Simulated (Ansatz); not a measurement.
Molecular dynamics, step by step

CHClO (SMILES Cl.[C-]#[O+]), closed shell, PBE0-D4/def2-SVP (Ansatz 0.2.0). Settings (timestep in fs, temperature in K; T counts 6 degrees of freedom):

```yaml
hamiltonian: {xc: pbe0, dispersion: d4}
md: {n_steps: 80, timestep: 0.5, temperature: 1500, ensemble: nvt_nose_hoover, seed: 389, initial_velocities: maxwell_boltzmann}
```

Start (the SMILES describes the start alone):

```xyz
4
angstrom
Cl -0.0874 -0.2236 -2.3601
H -0.0413 -0.1027 -1.0803
C 0.0425 0.1100 1.1626
O 0.0862 0.2163 2.2778
```

| step | time (fs) | potential energy less the start (meV) | kinetic energy (meV) | T (K) |
| --- | --- | --- | --- | --- |
| 0 | 0.00 | 0.0 | 387.8 | 1500 |
| 5 | 2.50 | 9.6 | 378.1 | 1463 |
| 10 | 5.00 | 38.7 | 349.2 | 1351 |
| 15 | 7.50 | 41.3 | 346.5 | 1340 |
| 20 | 10.00 | 57.7 | 330.3 | 1278 |
| 25 | 12.50 | 76.4 | 311.7 | 1206 |
| 30 | 15.00 | 95.1 | 293.2 | 1134 |
| 35 | 17.50 | 104.6 | 284.0 | 1098 |
| 40 | 20.00 | 112.3 | 276.7 | 1071 |
| 45 | 22.50 | 113.3 | 276.2 | 1068 |
| 50 | 25.00 | 115.8 | 274.2 | 1061 |
| 55 | 27.50 | 127.7 | 263.1 | 1018 |
| 60 | 30.00 | 114.6 | 276.9 | 1071 |
| 65 | 32.50 | 120.1 | 272.4 | 1054 |
| 70 | 35.00 | 119.3 | 274.1 | 1060 |
| 75 | 37.50 | 119.0 | 275.6 | 1066 |
| 80 | 40.00 | 109.1 | 286.7 | 1109 |

Step 30, positions (Å) and forces (eV/Å):

| atom | x | y | z | Fx | Fy | Fz |
| --- | --- | --- | --- | --- | --- | --- |
| Cl1 | -0.090 | -0.230 | -2.318 | -0.337 | 0.324 | 0.427 |
| H2 | -0.661 | 0.389 | -1.318 | 0.368 | -0.355 | -0.518 |
| C3 | 0.236 | 0.103 | 1.132 | 0.023 | 0.026 | -0.404 |
| O4 | -0.015 | 0.204 | 2.223 | -0.054 | 0.005 | 0.495 |

Step 60, positions (Å) and forces (eV/Å):

```csv
atom,x,y,z,Fx,Fy,Fz
Cl1,-0.099,-0.230,-2.271,-0.124,0.077,-0.030
H2,-0.976,0.629,-1.878,0.110,-0.091,-0.034
C3,0.409,0.111,1.145,0.178,0.015,-0.199
O4,-0.104,0.184,2.144,-0.164,-0.001,0.264
```

Step 70, positions (Å) and forces (eV/Å):

```
atom       x       y       z      Fx      Fy      Fz
 Cl1  -0.104  -0.229  -2.256  -0.063   0.021  -0.044
  H2  -1.021   0.660  -2.097   0.040  -0.030  -0.005
  C3   0.469   0.115   1.153  -0.698   0.101   1.285
  O4  -0.135   0.177   2.118   0.721  -0.092  -1.236
```

Last step (80):

```
4
angstrom
Cl -0.1097 -0.2278 -2.2406
H -1.0462 0.6735 -2.3119
C 0.5183 0.1212 1.1800
O -0.1582 0.1682 2.0774
```

The run took about 39 s on 2 CPU threads of an Intel Xeon Platinum 8259CL (shared host).
